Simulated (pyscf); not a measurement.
This saddle point was located with ωB97X-D3(BJ)/def2-SVP in PySCF.

```
Si
O 1 1.6695
Si 2 1.6675 1 132.57
O 1 1.7080 2 96.21 3 -175.01
Si 4 1.6586 1 128.03 2 -10.67
O 1 1.7601 2 116.78 3 -81.80
H 6 0.9667 1 108.68 2 -93.32
H 6 1.3299 7 128.84 4 -169.58
O 8 1.1027 6 154.96 7 173.24
H 9 0.9680 8 108.03 6 104.31
H 9 1.0727 10 106.81 8 94.50
F 11 1.3284 9 155.18 10 -102.93
H 1 1.4733 2 122.54 3 79.57
H 3 1.4884 2 112.16 1 -60.17
H 3 1.4896 14 108.81 2 117.76
H 5 1.4919 4 112.27 1 -54.11
H 3 1.4925 14 109.69 15 118.17
H 5 1.4932 16 108.25 4 118.39
H 5 1.4938 16 109.09 18 116.86
```

Surface: singlet, charge 0. Lowest wavenumbers (cm⁻¹): 396i, 36, 46, 60, 79.

### Question
Which two sides does it connect, and which bonds change?

### Answer
`[OH][SiH]([O][SiH3])[O][SiH3]` + `[FH]` + `[OH2]` ⇌ `[F][SiH]([O][SiH3])[O][SiH3]` + `[OH2]` + `[OH2]`, a multi-bond step read from left to right: O–Si, F–H, H–O broken and F–Si, H–O, H–O formed. At ωB97M-D3(BJ)/def2-TZVP it lies -0.28 eV from the left side and +0.20 eV from the right (each side as separated species at their lowest minima found). On the reactant side the descent ends in a bound adduct, 0.83 eV under the separated species and 0.58 eV under the saddle at ωB97X-D3(BJ)/def2-TZVP. On the product side the descent ends in an adduct with a O–Si contact, 0.07 eV under the separated species and 0.27 eV under the saddle at ωB97X-D3(BJ)/def2-TZVP. At ωB97M-D3(BJ) the saddle lies under the separated reactants, which points to a path from their complex (located at ωB97X-D3(BJ) alone). What is counted as broken (O–Si) persists as a longer contact in the product adduct; parting that adduct is a step of its own. One saddle was located; it need not be the lowest between these sides.
